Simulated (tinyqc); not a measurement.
Hueckel theory of the pi electrons, for the molecule c1ccsc1 (SMILES; centres numbered as the heavy atoms are written), step by step. Computed by tinyqc, a small Python program that keeps every step. Settings: charge = 0. Command: `OMP_NUM_THREADS=1 python tinyqc.py 30458 30459 out.jsonl` (the two numbers bound the seeds that draw the settings). One thread of a shared host (Intel(R) Xeon(R) Processor @ 2.60GHz), about 0.01 s of CPU time with the checks.

## The Hueckel matrix

Centres:
```
centre  z_r, pi electrons of the neutral centre       h
1C                                            1  0.0000
2C                                            1  0.0000
3C                                            1  0.0000
4S                                            2  1.0000
5C                                            1  0.0000
```

Bonds:
```
i  j       k
1  2       1
2  3       1
3  4  0.6500
4  5  0.6500
5  1       1
```

H_rr = alpha + h_r beta, H_rs = k_rs beta for bonded centres.

Hueckel matrix in units of beta (H = alpha + beta A), order 1C, 2C, 3C, 4S, 5C:
$$\begin{pmatrix}
0.0000 & 1.0000 & 0.0000 & 0.0000 & 1.0000 \\
1.0000 & 0.0000 & 1.0000 & 0.0000 & 0.0000 \\
0.0000 & 1.0000 & 0.0000 & 0.6500 & 0.0000 \\
0.0000 & 0.0000 & 0.6500 & 1.0000 & 0.6500 \\
1.0000 & 0.0000 & 0.0000 & 0.6500 & 0.0000
\end{pmatrix}$$

## Orbitals

pi electrons, sum of z_r less the charge = 6

Diagonalise; E = alpha + x beta with beta < 0, so the largest x are filled first; degenerate levels share their electrons. P = sum n_i c_ri c_si; each orbital has its largest coefficient positive (the first on a tie).

x values: [1.9474, 1.0000, 0.6180, -0.9474, -1.6180]

occupations: [2.0000, 2.0000, 2.0000, 0.0000, 0.0000]

coefficients, order 1C, 2C, 3C, 4S, 5C:
$$\begin{pmatrix}
0.4270 & -0.4785 & -0.3717 & -0.2978 & 0.6015 \\
0.4270 & -0.4785 & 0.3717 & -0.2978 & -0.6015 \\
0.4045 & 0.0000 & 0.6015 & 0.5800 & 0.3717 \\
0.5551 & 0.7362 & 0.0000 & -0.3872 & 0.0000 \\
0.4045 & 0.0000 & -0.6015 & 0.5800 & -0.3717
\end{pmatrix}$$

charge and bond-order matrix P, order 1C, 2C, 3C, 4S, 5C:
$$\begin{pmatrix}
1.0990 & 0.5462 & -0.1018 & -0.2306 & 0.7927 \\
0.5462 & 1.0990 & 0.7927 & -0.2306 & -0.1018 \\
-0.1018 & 0.7927 & 1.0509 & 0.4491 & -0.3963 \\
-0.2306 & -0.2306 & 0.4491 & 1.7002 & 0.4491 \\
0.7927 & -0.1018 & -0.3963 & 0.4491 & 1.0509
\end{pmatrix}$$

## Energy, charges, bond orders

E = sum n x; q_r = z_r - P_rr; bond order p = P_rs; free valence = sqrt(3) - sum of p over the bonds of the atom.

pi energy = 6 alpha + this times beta = 7.1309

pi charges: 1C -0.0990, 2C -0.0990, 3C -0.0509, 4S 0.2998, 5C -0.0509

Bond orders and lengths from R = 1.517 - 0.180 p (angstrom, C-C alone):
```
bond       p       R
1-2   0.5462  1.4187
2-3   0.7927  1.3743
3-4   0.4491       -
4-5   0.4491       -
5-1   0.7927  1.3743
```

free valence of the carbons: 1C 0.3932, 2C 0.3932, 3C 0.4903, 5C 0.4903

gap between the highest filled and the next level = 1.5654 |beta|
